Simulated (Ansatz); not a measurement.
**C2H4ClF: small, medium and large basis sets**

An exercise on one series of results from a longer session: the logs are not shown, and one member is left open.

Method: one geometry, several basis sets; program: Ansatz 0.2.0, Gaussian basis.

Plan: PBE0-D4/def2-SVP; ωB97M-V/def2-SVP; PBE0-D4/def2-QZVPP; ωB97M-V/def2-QZVPP; the functionals' def2-TZVPP values are taken from earlier runs.

**Structure used throughout**

All runs share one geometry, relaxed beforehand with PBE0-D4 in a triple-zeta def2 set.

SMILES `FCCCl`, 8 atoms, charge 0, spin multiplicity 1.

Atoms are counted from 1 here; the program's logs count them from 0.

Bond lengths: F1–C2 1.375 Å, C2–C3 1.501 Å, C2–H5 1.093 Å, C2–H6 1.096 Å, C3–Cl4 1.778 Å, C3–H7 1.090 Å, C3–H8 1.091 Å. Angles: F1–C2–C3 110.9°, F1–C2–H5 108.3°, F1–C2–H6 108.0°, C3–C2–H5 111.2°, C3–C2–H6 109.0°, H5–C2–H6 109.4°, C2–C3–Cl4 112.2°, C2–C3–H7 110.7°, C2–C3–H8 109.7°, Cl4–C3–H7 107.4°, Cl4–C3–H8 107.5°, H7–C3–H8 109.3°.

The first run:

The input, in.yaml:

```yaml
crystal:
  periodic: [false, false, false]
  atoms:
    - {symbol: F, position_ang: [-1.325794, 0.491620, 1.022931]}
    - {symbol: C, position_ang: [-0.132126, 0.664012, 0.361593]}
    - {symbol: C, position_ang: [0.312013, -0.617262, -0.282365]}
    - {symbol: Cl, position_ang: [-0.747388, -1.095274, -1.627743]}
    - {symbol: H, position_ang: [-0.262146, 1.454939, -0.381804]}
    - {symbol: H, position_ang: [0.620731, 0.974422, 1.095437]}
    - {symbol: H, position_ang: [0.308192, -1.432691, 0.440471]}
    - {symbol: H, position_ang: [1.318617, -0.496867, -0.684320]}
basis:
  gaussian: {orbitals: def2-SVP}
hamiltonian: {xc: pbe0, dispersion: d4}
output: {orbitals: {seedname: orbitals}}
```

On the command line:

```sh
ansatz run in.yaml --threads 4 --pin off --events-out ev --progress --plain --max-ram 10444MiB
```

Steps of the session up to this table: PBE0-D4 in def2-SVP; ωB97M-V in def2-SVP; PBE0-D4 in def2-QZVPP; ωB97M-V in def2-QZVPP.

One of the session's tables, all rows but one given; the rest of the session is left out.

It belongs to the step «Density functionals: the series». 

| functional | basis | HOMO (eV) | LUMO (eV) |
| --- | --- | --- | --- |
| PBE0-D4 | def2-SVP | -8.37 | 1.28 |
| PBE0-D4 | def2-TZVPP | -8.58 | 0.73 |
| PBE0-D4 | def2-QZVPP | -8.63 | 0.38 |
| ωB97M-V | def2-SVP | -10.66 | 3.30 |
| ωB97M-V | def2-TZVPP | ? | ? |
| ωB97M-V | def2-QZVPP | -10.97 | 1.77 |

Estimate the missing values for ωB97M-V, def2-TZVPP.

**Answer.** HOMO (eV): -10.91; LUMO (eV): 2.58. In the column «HOMO (eV)» it lies between ωB97M-V, def2-QZVPP (-10.97) and ωB97M-V, def2-SVP (-10.66).
